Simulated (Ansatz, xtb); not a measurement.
Relative energy of two conformers of H5N3O

Structure a is `NNON`, a singlet and structure b is `NNON`, a singlet. Both are isolated molecules in the gas phase, relaxed with B3LYP-D3(BJ)/def2-SVP.

a (Å):

```xyz
9

N     0.8196   -0.1027   -0.0696
N    -0.0899   -0.7573   -0.8879
N     1.2547   -1.9151   -2.3689
O     0.4115   -0.7897   -2.2373
H     0.6701    0.9013    0.0388
H     0.8863   -0.5697    0.8297
H    -0.9269   -0.1903   -1.0464
H     0.8553   -2.4522   -3.1437
H     2.1423   -1.5338   -2.7045
```

b (Å):

```yaml
atoms:
  - { symbol: N, position_ang: [0.7403, -0.3466, -0.7118] }
  - { symbol: N, position_ang: [1.0175, -1.6075, -0.1908] }
  - { symbol: N, position_ang: [-1.1400, -2.1136, 0.5361] }
  - { symbol: O, position_ang: [0.1512, -1.8318, 0.9610] }
  - { symbol: H, position_ang: [1.2456, 0.4273, -0.2755] }
  - { symbol: H, position_ang: [0.8650, -0.3458, -1.7204] }
  - { symbol: H, position_ang: [1.9246, -1.6336, 0.2847] }
  - { symbol: H, position_ang: [-1.4325, -1.3077, -0.0308] }
  - { symbol: H, position_ang: [-1.0707, -2.9076, -0.1130] }
```

Energies in hartree; the thermal terms are from B3LYP-D3(BJ)/def2-SVP harmonic frequencies (ideal gas, rigid rotor, one conformer each, 298.15 K, 1 atm) and include the zero-point energy:

```
                               a           b
E, CCSD(T)/def2-TZVP  −241.979717  −241.985165
   zero-point energy     0.073374     0.074091
        H(298 K) − E     0.079621     0.079946
        G(298 K) − E     0.045828     0.047081
```

Question: Work out ΔE, ΔE₀, ΔH and ΔG for a → b in kcal/mol (1 Eh = 627.51 kcal/mol) and the equilibrium ratio [b]/[a].

Answer: 1. ΔE = −241.985165 − (−241.979717) = −0.005448 Eh = −3.42 kcal/mol.
2. ΔE₀ = ΔE + ΔZPE = −0.005448 + (+0.000717) Eh = −2.97 kcal/mol.
3. ΔH = ΔE + (+0.000325) Eh = −3.21 kcal/mol.
4. ΔG = ΔE + (+0.001253) Eh = −2.63 kcal/mol, so ΔS = (ΔH − ΔG)/T = −8.2 J/(mol K).
5. kT = 0.9442 mEh, so K = [b]/[a] = exp(−ΔG/kT) = exp(+4.44) ≈ 85.

Structure b is favoured at this temperature. An error of 1 kcal/mol in ΔG would change K by a factor of 5.4. Mirror images and further conformers aren't counted.

Other levels gave ΔE = −4.0 (B3LYP-D3(BJ)/def2-SVP); −2.0 (HF/def2-TZVP); −3.6 (MP2/def2-TZVP) kcal/mol. The correlated steps freeze 4 core orbitals. Programs: Ansatz 0.2.0.
